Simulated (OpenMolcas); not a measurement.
# C2HF (fluoroacetylene) at BMK/cc-pVTZ

What is the vertical electron affinity of C2HF (fluoroacetylene) at BMK/cc-pVTZ? 

The calculation is run with OpenMolcas 26.06.

**1. The system as given**

C2HF: 4 atoms, total charge 0, spin state singlet. SMILES: `C#CF`. The shape is that of a GFN2-xTB optimisation.

Bond lengths: C1–C2 1.193 Å, C2–F3 1.283 Å, C1–H4 1.046 Å. Angles: C1–C2–F3 178.8°, C2–C1–H4 178.2°.

**2. Energy and forces at BMK/cc-pVTZ**

The input, geom.xyz:

```xyz
4

C     -0.371340     0.450560    -0.298270
C      0.301510    -0.370980     0.244360
F      1.014170    -1.273690     0.813840
H     -0.944340     1.194110    -0.759930
```

The input, job.inp:

```
* C2HF Kohn-Sham DFT
>>> EXPORT MOLCAS_PRINT=2

&GATEWAY
 BASLIB = $CurrDir
 COORD = geom.xyz
 BASIS = cc-pVTZ
 GROUP = NoSym

&SEWARD
 GRIDINPUT
 Grid=Coarse
 End of Grid

&SCF
 KSDFT = 2
 1.0 HYB_MGGA_X_BMK
 1.0 GGA_C_BMK
 PRORBITALS = 0

&ALASKA
```

The basis set cc-pVTZ is read from a file made from the Basis Set Exchange's data (not shown).

Command:

```
$ export MOLCAS_MEM=1860
$ pymolcas job.inp > job.log
```

Output:

```text
--- Start Module: gateway ---
[...]
--- Stop Module: gateway /rc=_RC_ALL_IS_WELL_ ---
[...]
      Basis functions          104
[...]
--- Start Module: scf ---
[...]
       Convergence after  13 Iterations
[...]
::    Total KS-DFT energy                            -176.5151131356
[...]
      Total spin, S                                     0.0000000000
[...]
      Total electronic charge=   22.000000
      Total            charge=   -0.000000
[...]
      Dipole Moment (debye):
      Origin of the operator (angstrom)=    0.3972   -0.5008    0.3192
                   X= -3.8096E-01               Y=  5.1450E-01               Z= -3.0709E-01           Total=  7.1003E-01
      Quadrupole Moment (debye*angstrom):
[...]
--- Stop Module: scf /rc=_RC_ALL_IS_WELL_ ---
[...]
--- Start Module: alaska ---
[...]
 *              Molecular gradients               *
 **************************************************
  Irreducible representation: a
 ------------------------------------------------------------------------------------------
                              X                       Y                       Z
 ------------------------------------------------------------------------------------------
  C1               -8.81344833790632E-03    9.92329028135686E-03   -7.16028222456266E-03
  C2               -8.82723176624201E-03    1.25377048287831E-02   -6.80956702307378E-03
  F3                9.82019299137527E-03   -1.28176212190585E-02    7.71034104787471E-03
  H4                7.82048711276628E-03   -9.64337389102043E-03    6.25950819977161E-03
 ------------------------------------------------------------------------------------------
--- Stop Module: alaska /rc=_RC_ALL_IS_WELL_ ---
[...]
```

It took 14 s on 1 thread of Arm Neoverse V1, shared host; peak memory 0.59 GiB.

**3. The doublet anion**

geom.xyz is that of step 2.

The input, job.inp:

```
* C2HF Kohn-Sham DFT
>>> EXPORT MOLCAS_PRINT=2

&GATEWAY
  BASLIB = $CurrDir
  COORD = geom.xyz
  BASIS = cc-pVTZ
  GROUP = NoSym

&SEWARD
  GRIDINPUT
  Grid=Coarse
  End of Grid

&SCF
  UHF
  CHARGE = -1
  SPIN = 2
  KSDFT = 2
  1.0 HYB_MGGA_X_BMK
  1.0 GGA_C_BMK
  PRORBITALS = 0

&ALASKA
```

The basis set cc-pVTZ is read from a file made from the Basis Set Exchange's data (not shown).

Command:

```
$ export MOLCAS_MEM=1860
$ pymolcas job.inp > job.log
```

Output:

```text
--- Start Module: gateway ---
[...]
--- Stop Module: gateway /rc=_RC_ALL_IS_WELL_ ---
[...]
      Basis functions          104
[...]
--- Start Module: scf ---
[...]
       Convergence after  20 Iterations
[...]
::    Total KS-DFT energy                            -176.3937304348
[...]
      Total spin, S                                     0.5003934763
[...]
      Total electronic charge=   23.000000
      Total            charge=   -1.000000
[...]
      Dipole Moment (debye):
      Origin of the operator (angstrom)=    0.3972   -0.5008    0.3192
                   X=  3.8880E+00               Y= -5.0183E+00               Z=  3.1236E+00           Total=  7.0751E+00
      Center of Charge (angstrom)
[...]
--- Stop Module: scf /rc=_RC_ALL_IS_WELL_ ---
[...]
--- Start Module: alaska ---
[...]
 *              Molecular gradients               *
 **************************************************
  Irreducible representation: a
 ------------------------------------------------------------------------------------------
                              X                       Y                       Z
 ------------------------------------------------------------------------------------------
  C1               -7.09868310449480E-03    5.83267711994395E-03   -5.65724805341361E-03
  C2                8.95514549644272E-03   -1.24486787245015E-02    5.46593870945244E-03
  F3               -2.64879504616786E-02    3.51507213042819E-02   -2.01432604373091E-02
  H4                2.46314880697154E-02   -2.85347196997316E-02    2.03345697814051E-02
 ------------------------------------------------------------------------------------------
--- Stop Module: alaska /rc=_RC_ALL_IS_WELL_ ---
[...]
```

It took 21 s on 1 thread of Arm Neoverse V1, shared host; peak memory 0.59 GiB.

**4. Outcome**

Level: BMK/cc-pVTZ.

| quantity | value |
| --- | --- |
| singlet C2HF: total energy | -176.51511 Eh |
| singlet C2HF: dipole moment | 0.71 D |
| singlet C2HF: HOMO energy | -9.11 eV |
| singlet C2HF: LUMO energy | 2.37 eV |
| singlet C2HF: HOMO–LUMO gap | 11.48 eV |
| singlet C2HF: largest force on an atom | 0.920 eV/Å |
| doublet anion: total energy | -176.39373 Eh |
| doublet anion: HOMO energy (highest over α and β) | 4.63 eV |
| doublet anion: LUMO energy (lowest over α and β) | 7.43 eV |
| doublet anion: ⟨S²⟩ | 0.751 |
| vertical electron affinity (to the doublet anion) | -3.303 eV |

**Reading.** This program's gradients are faulty for this kind of reference, so any forces in the log (doublet anion) can't be trusted; the energy can. The anion lies 3.30 eV (319 kJ/mol) above the neutral: the electron isn't bound at this level, and such a value depends on the basis. Without diffuse functions anions come out too high. The largest force (singlet C2HF) is 0.92 eV/Å: the shape isn't a stationary point for this species at this level. Mulliken charges (doublet anion) run from -1.05 on H4 to +0.75 on C2. The HOMO (doublet anion) lies at positive energy, 4.63 eV; only total energies tell whether the electron is bound.
